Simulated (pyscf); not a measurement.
Single points on ωB97X-D3(BJ)/def2-SVP structures (PySCF, gas phase).

Q: Estimate by transition-state theory the rate constant of H₃Si–Si(SiH₃)(SiH₃)–SiH₃ (SMILES [SiH3][Si]([SiH3])([SiH3])[SiH3]) + SiH₃• (SMILES [SiH3]) → H₃Si–Si•(SiH₃)–SiH₃ (SMILES [SiH3][Si]([SiH3])[SiH3]) + H₃Si–SiH₃ (SMILES [SiH3][SiH3]) (doublet surface; Si–Si broken, Si–Si formed) at 1200 K, with ωB97M-D3(BJ)/def2-TZVP energies (ideal gas, 1 atm, RRHO with modes under 100 cm⁻¹ raised to 100, one conformer, R ln 2 for chiral ones without a mode under 150 cm⁻¹; no tunnelling).

A: The electronic barrier is 6.4 kcal/mol and the thermal terms add +38.4, so ΔG‡ = 44.9 kcal/mol. With k_BT/h = 2.50e+13 s⁻¹ and RT = 2.385 kcal/mol, and a volume of 1.64e-19 cm³ per molecule at 1 atm, k = 2.8e-14 cm³ molecule⁻¹ s⁻¹. Wigner's tunnelling factor for 482i cm⁻¹ would be 1.01. A shift of 1 kcal/mol in the barrier changes k by a factor 1.5. This is the saddle that the search found; another between the same sides may lie lower. The angle at the attacked Si is 180°.
